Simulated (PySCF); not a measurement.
Gas-phase reaction: 3 H₃SiNH₂ → trisilylamine + N₂H₂ + 2 H₂

Method: PySCF energies plus ideal-gas RRHO corrections (1 bar). † marks an energy on the PBE0/def2-TZVP geometry and frequencies; other levels use their own. CCSD(T) freezes the core. 6-31G* has spherical d functions here. All species are closed-shell singlets. B3LYP is the form with VWN-RPA correlation. H₃SiNH₂: computed as isolated molecules; such fragments, hydroxides, amides, oligomers or adducts are transient or little studied in the gas. CCSD(T) isn't extrapolated to the basis-set limit. The harmonic model lacks anharmonicity and excited electronic states, which grow with temperature; levels with a mode under 35 cm⁻¹ are left out. Internal rotation in H₃SiNH₂, trisilylamine is treated as a harmonic vibration of one conformer, which makes the entropy rough.

| level | ΔE electronic, kJ | ΔH°(298 K), kJ | ΔS°(298 K), J/K | ΔG°(1400 K), kJ |
|---|---|---|---|---|
| B3LYP/6-31G* | 275 | 233 | 60 | 132 |
| CCSD(T)/def2-SVP† | 266 | 224 | 52 | 134 |
| HF/6-31G* | 298 | 256 | 45 | 176 |
| PBE/def2-SVP | 296 | 254 | 68 | 141 |
| PBE0/def2-TZVP | 325 | 283 | 52 | 193 |
| r2SCAN/def2-TZVP† | 310 | 268 | 52 | 178 |
| ωB97M-V/def2-TZVP† | 304 | 262 | 52 | 172 |
| ωB97X-V/def2-TZVP† | 303 | 261 | 52 | 171 |
ΔH° is lowest at CCSD(T)/def2-SVP† and highest at PBE0/def2-TZVP. No reference value is set beside these.
